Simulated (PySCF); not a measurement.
Rows and methods have been separated. Pair them.

Compound: CF3NH2.
InChI=1S/CH2F3N/c2-1(3,4)5/h5H2

The closed-shell ground state was solved 4 times with PySCF (density fitting, gas phase), always in the pcSseg-2 basis (208 functions), with these functionals: B97-2, KT3, PBE0 and wB97X-D. Isolated species at its PBE0-D3(BJ)/def2-TZVP geometry, gas phase.

```csv
row,total energy (Eh),HOMO (eV),LUMO (eV),dipole (D)
P,-398.6790,-7.43,-0.60,2.43
Q,-393.6694,-10.89,2.16,2.52
R,-393.6567,-8.65,0.42,2.51
S,-393.3941,-8.95,0.40,2.53
```

Task: Which functional belongs to which row?

Result: P = KT3, Q = wB97X-D, R = B97-2, S = PBE0. By rising HOMO–LUMO gap: KT3 (GGA) 6.83 eV; B97-2 (global hybrid, 21 % exact exchange) 9.07 eV; PBE0 (global hybrid, 25 % exact exchange) 9.35 eV; wB97X-D (range-separated hybrid) 13.05 eV. Total energies of different functionals aren't bounds to one another; each is stationary for its own functional.

The values belong to the conformer `[NH2:1][C:2]([F:3])([F:4])[F:5]`: H–N1–C2–F3 -60°, H–N1–C2–F3 176°.

The pairwise dispersion term of wB97X-D wasn't added to the energies; at a given geometry it leaves orbitals and properties as they are.
